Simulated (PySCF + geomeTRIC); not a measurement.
Species: C2H6O, SMILES `COC` (charge 0, multiplicity 1).

Task: Give a relaxed geometry from PBE0-D4/def2-SVP (PySCF + geomeTRIC).

Result: the end point of this relaxation (outside a Z-matrix the atoms follow the SMILES, hydrogens last).
Z-matrix (Å, degrees):
```
O
C 1 1.3907
C 1 1.3907 2 113.12
H 2 1.0993 1 108.09 3 180.00
H 3 1.0993 1 108.10 2 -179.99
H 3 1.1096 5 108.36 1 121.78
H 2 1.1096 4 108.36 1 121.78
H 2 1.1096 4 108.36 7 116.43
H 3 1.1096 5 108.36 6 116.43
```
